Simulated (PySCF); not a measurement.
**SMILES [CH3+], [CH₃]+, charge +1**

Molfile (atoms numbered from 1):
```
CH3
     RDKit          3D

  4  3  0  0  0  0  0  0  0  0999 V2000
    0.0109   -0.0021    0.0171 C   0  0  0  0  0  0  0  0  0  0  0  0
    1.1056   -0.1395   -0.0286 H   0  0  0  0  0  0  0  0  0  0  0  0
   -0.6569   -0.7148   -0.4983 H   0  0  0  0  0  0  0  0  0  0  0  0
   -0.4160    0.8491    0.5763 H   0  0  0  0  0  0  0  0  0  0  0  0
  1  2  1  0
  1  3  1  0
  1  4  1  0
M  CHG  1   1   1
M  END
```

Computed, not measured: PySCF, GIAO B3LYP/aug-cc-pVTZ magnetisability, rotational g tensor and spin-rotation constants, non-relativistic, gas phase. Geometry: PBE0-D3(BJ)/def2-SVP.

For an ion the centre-of-mass motion in the field is neglected.

Task: Give the nuclear spin-rotation constants along the inertial axes (H = +C I·J) beside the isotropic shieldings.

Result: Rotational constants 274.1676, 274.1123, 137.0701 GHz. A star marks the isotopologue with that one atom substituted, in its own axes.
```csv
atom,isotope,Caa (kHz),Cbb (kHz),Ccc (kHz),mean (kHz),σ (ppm)
H2,1H,9.291,9.289,-16.644,0.645,15.9
H3,1H,9.290,9.288,-16.644,0.645,15.9
H4,1H,9.292,9.290,-16.643,0.646,15.9
C1,13C*,284.500,284.443,17.402,195.448,-225.7
```
Where two moments of inertia are equal or nearly so, the constants along those axes are given as their average.
For the geometry as given, no vibrational averaging.
